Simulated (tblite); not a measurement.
Compound: C2H5O3S (doublet state).
Structure used (GFN2-xTB), in Å, numbered top down from 1:
```
atom  x, y, z in Å
C1     1.4522    0.3139    0.0052
S2    -0.0392   -0.4575   -0.7060
O3    -0.3322    0.1527   -1.9691
O4     0.0908   -1.8899   -0.6687
C5    -1.4791    0.0899    0.6435
O6    -1.0663    1.1978    1.0399
H7     1.1079    1.2469    0.4364
H8     1.8424   -0.3641    0.7514
H9     2.1477    0.4742   -0.8080
H10   -1.3792   -0.7968    1.2940
H11   -2.3394    0.0355   -0.0446
```

Method: GFN2-xTB as coded in tblite; computed harmonic values from a numerical Hessian at the method's own geometry, unscaled. Errors from tens to a few hundred cm⁻¹ against measured bands are possible. One conformer, not necessarily the lowest. Open shells enter through the occupations alone, without spin polarisation, and single modes of such species can be off by tens of per cent.

Harmonic wavenumbers (cm⁻¹): 61.7, 103.6, 171.2, 193.5, 229.1, 280.2, 341.1, 435.1, 488.8, 643.9, 671.1, 816.6, 839.0, 1047.2, 1114.0, 1173.4, 1207.2, 1244.0, 1386.2, 1392.9, 1421.7, 1499.5, 2775.1, 2808.9, 3048.0, 3081.4, 3100.3.

A = 4223, B = 2501, C = 2334 MHz; mass 108.996 u (most abundant isotopes); point group C1, symmetry number 1; spin multiplicity 2.

**Question.** What is the zero-point energy?

**Answer.** Half the sum of the wavenumbers: 15787 cm⁻¹ = 188.86 kJ/mol.

**Question.** Give the ideal-gas entropy at 350 K and 1 bar in the rigid-rotor, harmonic-oscillator model (classical rotation).

**Answer.** Translation 170.70, rotation 114.84, vibration 97.89, spin (R ln 2) 5.76: S = 389.2 J/(mol K).

**Question.** And Cp and H(350 K) − H(0)?

**Answer.** Cp = 128.12 J/(mol K), of which vibrations give 94.87 (their classical limit is 27 R = 224.5); H(350 K) − H(0) = 29.65 kJ/mol without the zero-point energy, 18.01 from vibrations.

**Question.** Which modes carry the vibrational entropy at 350 K?

**Answer.** 61.7 cm⁻¹: 19.74; 103.6 cm⁻¹: 15.47; 171.2 cm⁻¹: 11.40; 193.5 cm⁻¹: 10.43; 229.1 cm⁻¹: 9.11; 280.2 cm⁻¹: 7.58 J/(mol K); the other 21 give 24.14 together.

**Question.** How do the functions run with temperature in this model?

**Answer.** 
```csv
T (K),S (J/(mol K)),Cp (J/(mol K)),H − H(0) (kJ/mol),G − H(0) (kJ/mol),ln q(vib)
150,302.2,81.7,8.47,-36.86,1.91
250,349.9,106.3,17.91,-69.56,3.78
298.15,369.5,117.1,23.29,-86.89,4.66
400,406.9,138.0,36.31,-126.47,6.46
600,469.2,169.0,67.21,-214.30,9.77
900,543.7,198.2,122.66,-366.69,14.19
```

q(vib) and H(0) count from the zero-point level.

Hindered rotation and anharmonicity are outside this model. Other conformers, if any are populated, would add a mixing term that is left out. The structure is chiral; the term R ln 2 for an equal mix with its mirror image is left out.
